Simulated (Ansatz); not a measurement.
# CAM-B3LYP/aug-cc-pVDZ run of CH2AlN (SMILES N#[C][AlH2])

What is the energy change on altering one bond length of CH2AlN at CAM-B3LYP/aug-cc-pVDZ? 

Program for the calculation: Ansatz 0.2.0.

69 further runs of the same task are left out: 69 set aside as unsound or not needed.

## 1. The structure to begin with

CH2AlN: 5 atoms, total charge 0, spin state singlet. As SMILES, `N#[C][AlH2]`. The coordinates come from a PBE0-D4/def2-TZVP relaxation.

Bond lengths: N1–C2 1.154 Å, C2–Al3 1.938 Å, Al3–H4 1.573 Å, Al3–H5 1.572 Å. Angles: N1–C2–Al3 180.0°, C2–Al3–H4 117.0°, C2–Al3–H5 117.0°, H4–Al3–H5 126.1°.

## 2. A single-point energy at CAM-B3LYP/aug-cc-pVDZ

Input file job.yaml:

```yaml
crystal:
  periodic: [false, false, false]
  atoms:
    - {symbol: "N", position_ang: [1.382300, -1.346000, 1.394200]}
    - {symbol: C, position_ang: [0.714200, -0.698000, 0.711800]}
    - {symbol: Al, position_ang: [-0.407200, 0.390000, -0.434600]}
    - {symbol: H, position_ang: [-1.629700, -0.322900, -1.120200]}
    - {symbol: H, position_ang: [-0.009700, 1.903200, -0.592600]}
basis:
  gaussian:
    orbitals: aug-cc-pVDZ
magnetization:
  spin_polarized: false
hamiltonian:
  xc: {name: CAM-B3LYP}
accuracy: high
output: {orbitals: {seedname: orbitals}}
```

Command:

```bash
ansatz run job.yaml --threads 1 --pin off --max-ram 3480MiB --events-out events.jsonl --progress --plain --runs-dir runs
```

Log:

```text
Warning: RAYON_NUM_THREADS=1 ignored (pool sized by the plan → 1); use --threads N
Functional definition: CAM-B3LYP
  name "CAM-B3LYP"
  parameter alpha = 0.19
  parameter beta = 0.46
  parameter omega = 0.33/bohr
  parameter ac = 0.81
  exchange = (1 - alpha - beta)*b88_x + beta*b88_x_sr(omega) + alpha*exact_x + beta*exact_x_lr(omega)
  correlation = (1 - ac)*vwn5_c + ac*lyp_c
1733 factors; integrals over basis functions are off by at most 3.3e-9 eV
540 factors; integrals over basis functions are off by at most 1.5e-9 eV
mean field evaluation 1: about -9151.2033 eV, gradient 3.8e1 eV
mean field evaluation 2: about -9149.1126 eV, gradient 4.9e1 eV
mean field evaluation 4: about -9154.7222 eV, gradient 1.9e0 eV
mean field evaluation 8: about -9154.7288 eV, gradient 2.5e-2 eV
mean field evaluation 16: about -9154.7288 eV, gradient 1.5e-6 eV
mean field -9154.72883370 eV, -336.4300793403 hartree, gradient 7.5e-8 eV, S^2 0.000000; 0 other end points of the search recorded, 0 dependent functions left out
reference -9154.72886175 eV, -336.4300803712 hartree; 14, 14 occupied and 77, 77 virtual orbitals, 1733 factors
Total energy: -9154.72886175 eV, -336.4300803712 hartree
```

Run time: 5.7 s. Hardware: 1 thread of Arm Neoverse V2, shared host; peak memory 0.28 GiB.

## 3. The distorted shape at the same level

Input file in.yaml:

```yaml
crystal:
  periodic: [false, false, false]
  atoms:
    - symbol: "N"
      position_ang: [2.727972, -2.651593, 2.769872]
    - symbol: C
      position_ang: [2.059872, -2.003593, 2.087472]
    - symbol: Al
      position_ang: [-0.407200, 0.390000, -0.434600]
    - symbol: H
      position_ang: [-1.629700, -0.322900, -1.120200]
    - symbol: H
      position_ang: [-0.009700, 1.903200, -0.592600]
basis:
  gaussian:
    orbitals: aug-cc-pVDZ
hamiltonian:
  xc: {name: CAM-B3LYP}
accuracy: high
output:
  orbitals: {seedname: orbitals}
```

Command:

```bash
ansatz run in.yaml --threads 1 --pin off --max-ram 3480MiB --events-out events.jsonl --progress --plain --runs-dir runs
```

Log (excerpt; [...] marks lines left out):

```text
Warning: RAYON_NUM_THREADS=1 ignored (pool sized by the plan → 1); use --threads N
[... 8 set-up lines as earlier in the session ...]
1722 factors; integrals over basis functions are off by at most 3.5e-9 eV
592 factors; integrals over basis functions are off by at most 1.7e-9 eV
mean field evaluation 1: about -9143.1392 eV, gradient 4.8e1 eV
mean field evaluation 2: about -9012.3786 eV, gradient 1.3e2 eV
mean field evaluation 4: about -9149.4863 eV, gradient 5.4e0 eV
mean field evaluation 8: about -9149.8503 eV, gradient 5.0e-2 eV
mean field evaluation 16: about -9149.8478 eV, gradient 1.0e-5 eV
mean field -9149.84778901 eV, -336.2507042566 hartree, gradient 5.0e-8 eV, S^2 0.000000; 0 other end points of the search recorded, 0 dependent functions left out
reference -9149.84781763 eV, -336.2507053083 hartree; 14, 14 occupied and 77, 77 virtual orbitals, 1722 factors
Total energy: -9149.84781763 eV, -336.2507053083 hartree
```

It took 5.1 s on 1 thread of Arm Neoverse V2, shared host; peak memory 0.28 GiB.

## 4. Outcome

At CAM-B3LYP/aug-cc-pVDZ:

| quantity | value |
| --- | --- |
| first shape: total energy | -336.43008 Eh |
| first shape: HOMO energy | -10.65 eV |
| first shape: LUMO energy | -1.69 eV |
| first shape: HOMO–LUMO gap | 8.96 eV |
| distorted shape: total energy | -336.25071 Eh |
| distorted shape: HOMO energy | -7.98 eV |
| distorted shape: LUMO energy | -4.37 eV |
| distorted shape: HOMO–LUMO gap | 3.61 eV |
| energy change with the C2–Al3 bond stretched from 1.938 to 4.263 Å | 4.881 eV |

In words: With the C2–Al3 bond stretched from 1.938 to 4.263 Å the energy rises by 4.88 eV (471 kJ/mol). The first shape isn't relaxed at this level, so the change isn't measured from a minimum.
